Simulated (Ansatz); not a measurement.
A structure drawn as `BC=O`, with this starting geometry:

Cartesian coordinates in Å:
```
B 0.510 0.035 0.534
C -0.587 -0.048 -0.507
O -0.313 -0.107 -1.685
H 0.295 0.127 1.657
H 1.700 0.037 0.183
H -1.605 -0.044 -0.181
```

The species carries charge 0 and has multiplicity 1.

(1) Does it keep its bonds when Ansatz relaxes it at PBE-D4/def2-SVP and then PBE0-D4/def2-TZVP?

(2) Give the relaxed structure. (An estimate is asked.)

Atoms count as bonded under 1.1 times the sum of their covalent radii (H–H under 0.85 Å, pairs among N, O and F under 1.55 Å), and a drawn bond as lost past 1.3 times.

Answers

(1) Yes, every drawn bond is still there and no new one forms.

(2) The calculation gave: 
Z-matrix (Å, degrees):
```
B
C 1 1.538
H 1 1.192 2 118.5
H 1 1.192 2 118.5 3 171.4
O 2 1.221 1 96.8 3 -85.7
H 2 1.103 1 141.2 3 94.3
```
All modes are real.
